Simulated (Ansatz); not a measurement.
C2H7NO2 can be A, `NCOCO`, or B, `NC(O)CO`.

Computed with Ansatz on PBE0-D4/def2-TZVP structures; ΔE is electronic, products minus reactants. CCSD(T)/CBS adds triple-zeta CCSD(T) − MP2 to the extrapolated MP2 energy (def2 sets, frozen cores). Functionals use def2-TZVPP. B3LYP here is the variant with VWN-RPA as its local correlation; programs differ in this. Each species was taken in one conformer, which may not be the lowest.

Task: Which isomer does CCSD(T)/CBS put lower? Give the gap. (Best estimate.)

Result: Computed: B, by 44.9 kJ/mol.

Task: Give E(B) − E(A) in kJ/mol with CCSD(T)/def2-TZVPP, ωB97M-V, B3LYP-D4, B3LYP, CCSD/def2-TZVPP, PBE-D4, B2PLYP. (An estimate is asked.)

Result: The calculation gave: CCSD(T)/def2-TZVPP -42.7, ωB97M-V -42.2, B3LYP-D4 -36.4, B3LYP -33.5, CCSD/def2-TZVPP -41.8, PBE-D4 -38.3, B2PLYP -37.8. None reverses the order clearly.

Largest T1 diagnostic: 0.011.

In def2-TZVPP, CCSD(T) changes the Hartree–Fock value by −12.3 kJ/mol (the triples alone add −0.8 kJ/mol) and MP2 by −15.3 kJ/mol.
